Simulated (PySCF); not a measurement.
C6H6.
Atom-mapped SMILES: `[cH:1]1[cH:2][cH:3][cH:4][cH:5][cH:6]1` (hydrogens: H7 on C1; H8 on C2; H9 on C3; H10 on C4; H11 on C5; H12 on C6)

Computed by this run: PBE0-D3(BJ)/def2-TZVP geometry optimisation, gas phase (PySCF 2.14.0); density fitting, grid level 2; the optimiser is geomeTRIC in internal coordinates, started from a GFN2-xTB structure with every atom displaced at random (about 0.01 Å).

Step 0: E = -6314.3988 eV
```
atom  x, y, z in Å  |  force x, y, z in eV/Å
C1      0.3603    0.6390   -1.1687   -1.088   1.730   0.163
C2      0.8415   -0.6038   -0.9124    0.735  -0.955  -0.515
C3      0.4868   -1.2671    0.2600    1.571  -0.853  -1.632
C4     -0.3246   -0.6738    1.1369   -1.794   0.291   2.748
C5     -0.8547    0.5887    0.9180    0.118   0.794  -0.638
C6     -0.5105    1.2684   -0.2471    0.522  -1.017   0.005
H7      0.6115    1.1801   -2.0814    0.067  -0.214   0.142
H8      1.5100   -1.0683   -1.6504   -0.263   0.058   0.428
H9      0.9128   -2.2403    0.4490   -0.039  -0.204   0.103
H10    -0.5999   -1.1840    2.0825    0.232   0.248  -0.665
H11    -1.5036    1.0694    1.6466    0.059  -0.183  -0.051
H12    -0.8906    2.2539   -0.4417   -0.119   0.302  -0.087
```

Step 1: E = -6314.0475 eV
```
atom  x, y, z in Å  |  force x, y, z in eV/Å
C1      0.3228    0.6612   -1.1938    0.363  -0.081  -0.187
C2      0.8753   -0.5754   -0.9026   -0.195  -0.131  -0.439
C3      0.5558   -1.2040    0.2830   -1.245  -1.601   0.002
C4     -0.5126   -0.7710    1.0848    2.863   1.323   0.728
C5     -0.8475    0.5623    0.8840   -1.582   0.158   0.642
C6     -0.4648    1.2681   -0.2396   -0.213   0.388   0.019
H7      0.5399    1.1474   -2.1398    0.040   0.054   0.101
H8      1.4629   -1.1020   -1.6472    0.316   0.178   0.161
H9      0.9789   -2.1810    0.5070    0.169   0.102  -0.089
H10    -0.5853   -1.1880    2.0965   -0.681  -0.232  -0.585
H11    -1.5115    1.0430    1.6146    0.266  -0.064  -0.291
H12    -0.7750    2.3019   -0.3555   -0.101  -0.094  -0.061
```

Step 2: E = -6314.1682 eV
```
atom  x, y, z in Å  |  force x, y, z in eV/Å
C1      0.3257    0.6475   -1.1598    0.278   0.073  -0.200
C2      0.8860   -0.5996   -0.9046   -0.281  -0.045  -0.265
C3      0.5785   -1.2488    0.2780   -1.401  -0.199  -0.542
C4     -0.4639   -0.7222    1.0478    1.968   0.468   2.036
C5     -0.8791    0.5988    0.9101   -0.395  -0.401  -0.582
C6     -0.4819    1.2828   -0.2258   -0.066   0.162  -0.010
H7      0.5435    1.1361   -2.1033    0.060   0.082   0.052
H8      1.4657   -1.1089   -1.6665    0.296   0.222   0.082
H9      0.9759   -2.2351    0.5049    0.053   0.178   0.017
H10    -0.5600   -1.1505    2.0458   -0.693  -0.372  -0.277
H11    -1.5569    1.0511    1.6365    0.234  -0.120  -0.158
H12    -0.7947    2.3110   -0.3718   -0.051  -0.049  -0.154
```

Task: Estimate the geometry and energy of step 3. (The exact step hangs on the optimiser's Hessian estimate; all steps are aligned on step 2, rigid shifts and turns removed.)

Result: E = -6314.4344 eV, largest force 1.394 eV/Å
```
atom  x, y, z in Å  |  force x, y, z in eV/Å
C1      0.3433    0.6644   -1.1783   -0.033  -0.108   0.228
C2      0.8670   -0.5976   -0.9153   -0.337   0.070  -0.025
C3      0.5301   -1.2522    0.2643   -0.440  -0.369  -0.293
C4     -0.4109   -0.7106    1.1331    1.147   0.665   0.431
C5     -0.8596    0.5858    0.9087   -0.316  -0.105  -0.223
C6     -0.4924    1.2706   -0.2442    0.123  -0.125  -0.008
H7      0.5860    1.1704   -2.1062    0.042   0.037   0.052
H8      1.4853   -1.0901   -1.6576    0.155   0.055   0.112
H9      0.9333   -2.2378    0.4685    0.077   0.014  -0.003
H10    -0.5699   -1.1732    2.1046   -0.357  -0.164  -0.269
H11    -1.5363    1.0466    1.6182    0.032   0.076   0.043
H12    -0.8369    2.2860   -0.4044   -0.092  -0.046  -0.044
```

The energy changes by -0.2663 eV. The first-order estimate −F·Δx gives -0.4027 eV and the mean of the old and new forces, exact on a quadratic surface, -0.2664 eV. The step makes an angle of 49° with the force vector and moves no atom by more than 0.101 Å.

What follows is the cost of the whole optimisation. The run took 2.6 min wall on one thread of an Intel Xeon at 2.30 GHz, shared host with 24 logical CPUs at a one-minute load of 13, and the process peaked at 1.2 GiB of memory.
